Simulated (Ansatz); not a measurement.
**C₃H₇Cl: basis-set convergence**

The task here is to estimate one member of a computed series from the others.

Computed with Ansatz 0.2.0, Gaussian basis. Level: one geometry, several basis sets.

Levels to be run: PBE0-D4/def2-SVP; ωB97M-V/def2-SVP; PBE0-D4/def2-QZVPP; ωB97M-V/def2-QZVPP; the functionals' def2-TZVPP values are taken from earlier runs.

## Structure used throughout

An earlier PBE0-D4 in a triple-zeta def2 set relaxation fixed the geometry.

SMILES `CCCCl`, 11 atoms, charge 0, spin multiplicity 1.

Atoms are counted from 1 here; the program's logs count them from 0.

Bond lengths: C1–C2 1.517 Å, C1–H5 1.091 Å, C1–H6 1.092 Å, C1–H7 1.094 Å, C2–C3 1.511 Å, C2–H8 1.094 Å, C2–H9 1.097 Å, C3–Cl4 1.790 Å, C3–H10 1.089 Å, C3–H11 1.091 Å. Angles: C2–C1–H5 111.0°, C2–C1–H6 111.0°, C2–C1–H7 111.1°, H5–C1–H6 108.0°, H5–C1–H7 107.8°, H6–C1–H7 107.8°, C1–C2–C3 114.0°, C1–C2–H8 110.4°, C1–C2–H9 109.9°, C3–C2–H8 109.0°, C3–C2–H9 106.7°, H8–C2–H9 106.5°, C2–C3–Cl4 112.2°, C2–C3–H10 111.6°, C2–C3–H11 111.6°, Cl4–C3–H10 106.1°, Cl4–C3–H11 106.2°, H10–C3–H11 108.9°.

Set-up of the first run:

in.yaml reads:

```yaml
crystal:
  periodic: [false, false, false]
  atoms:
    - {symbol: C, position_ang: [-0.811366, 1.003974, 0.042623]}
    - {symbol: C, position_ang: [-0.136306, -0.246827, 0.573601]}
    - {symbol: C, position_ang: [0.973151, -0.768084, -0.310508]}
    - {symbol: Cl, position_ang: [0.367723, -1.319749, -1.901777]}
    - {symbol: H, position_ang: [-1.275777, 0.816045, -0.927035]}
    - {symbol: H, position_ang: [-1.587956, 1.349320, 0.727738]}
    - {symbol: H, position_ang: [-0.090532, 1.816733, -0.083207]}
    - {symbol: H, position_ang: [-0.872074, -1.041799, 0.726571]}
    - {symbol: H, position_ang: [0.310934, -0.042504, 1.553995]}
    - {symbol: H, position_ang: [1.471519, -1.627163, 0.136704]}
    - {symbol: H, position_ang: [1.715982, 0.003155, -0.518106]}
basis:
  gaussian: {orbitals: def2-SVP}
hamiltonian: {xc: pbe0, dispersion: d4}
output: {orbitals: {seedname: orbitals}}
```

The run is started by

```
$ ansatz run in.yaml --threads 2 --pin off --events-out ev --progress --plain --max-ram 4352MiB
```

Among the steps run: PBE0-D4 in def2-SVP; ωB97M-V in def2-SVP; PBE0-D4 in def2-QZVPP; ωB97M-V in def2-QZVPP.

One of the session's tables, all rows but one given; the rest of the session is left out.

It belongs to the step «Functionals by basis». 

```
functional       basis  HOMO (eV)  LUMO (eV)
   PBE0-D4    def2-SVP      -8.08       1.50
   PBE0-D4  def2-TZVPP      -8.26       0.96
   PBE0-D4  def2-QZVPP      -8.30       0.58
   ωB97M-V    def2-SVP          ?          ?
   ωB97M-V  def2-TZVPP     -10.58       2.59
   ωB97M-V  def2-QZVPP     -10.63       1.87
```

**Question.** Estimate the row for ωB97M-V, def2-SVP.

As computed: HOMO (eV): -10.37; LUMO (eV): 3.35. In the column «HOMO (eV)» it lies between ωB97M-V, def2-TZVPP (-10.58) and PBE0-D4, def2-QZVPP (-8.30).
